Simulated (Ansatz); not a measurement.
Ansatz (a program for electronic structure) input (CCSD(T)/cc-pCVDZ): A basis named .json is the Basis Set Exchange file of that set (core-valence sets with the plain set on hydrogen).

Ansatz 0.2 input:
```yaml
crystal:
  periodic: [false, false, false]
  atoms:
    - {symbol: C, position_ang: [-0.11694774, 1.03088931, -0.00007554]}
    - {symbol: C, position_ang: [1.22198947, 1.09440150, 0.02281699]}
    - {symbol: Cl, position_ang: [-0.60067191, -0.88892025, -0.01186726]}
    - {symbol: H, position_ang: [1.92742678, 0.26300953, 0.03327278]}
    - {symbol: H, position_ang: [1.65374524, 2.09688986, 0.03202189]}
basis:
  gaussian:
    orbitals: cc-pCVDZ.json
total_charge: -1
magnetization: {spin_polarized: false}
correlation: {method: ccsd_t, frozen_orbitals: {C: 0, Cl: 1, H: 0}}
```

Output:

```
Functional definition: HF
integrals: 0.05 GiB planned
655 factors; integrals over basis functions are off by at most 1.2e-3 eV
mean field: 0.16 GiB planned
mean field evaluation 1: about -14593.2164 eV, gradient 1.8e1 eV
mean field evaluation 2: about -14593.2240 eV, gradient 1.8e1 eV
mean field evaluation 4: about -14594.2896 eV, gradient 2.6e0 eV
mean field evaluation 8: about -14594.3161 eV, gradient 4.2e-4 eV
mean field evaluation 16: about -14594.3145 eV, gradient 6.3e-1 eV
mean field -14594.31613588 eV, -536.3312256108 hartree, gradient 2.9e-6 eV, S^2 0.000000; 0 other end points of the search recorded, 0 dependent functions left out
1 core orbitals not correlated
reference -14594.31613588 eV, -536.3312256108 hartree; 15, 15 occupied and 57, 57 virtual orbitals, 655 factors
second order -18.44364315 eV of doubles, -0.00000000 eV of singles
coupled cluster: 0.19 GiB planned
cycle   1  -19.02073829 eV  change   -5.8e-1 eV  update   8.3e-2
cycle   2  -19.34914246 eV  change   -3.3e-1 eV  update   2.7e-2
cycle   3  -19.42962601 eV  change   -8.0e-2 eV  update   1.4e-2
cycle   4  -19.42309023 eV  change    6.5e-3 eV  update   3.8e-3
cycle   5  -19.42346160 eV  change   -3.7e-4 eV  update   1.5e-3
cycle   6  -19.42386284 eV  change   -4.0e-4 eV  update   5.5e-4
cycle   7  -19.42369833 eV  change    1.6e-4 eV  update   2.0e-4
cycle   8  -19.42365214 eV  change    4.6e-5 eV  update   8.4e-5
cycle   9  -19.42367400 eV  change   -2.2e-5 eV  update   2.8e-5
perturbative correction -0.44199212 eV, -0.0162429110 hartree
Total energy: -14614.18180200 eV, -537.0612753754 hartree
```
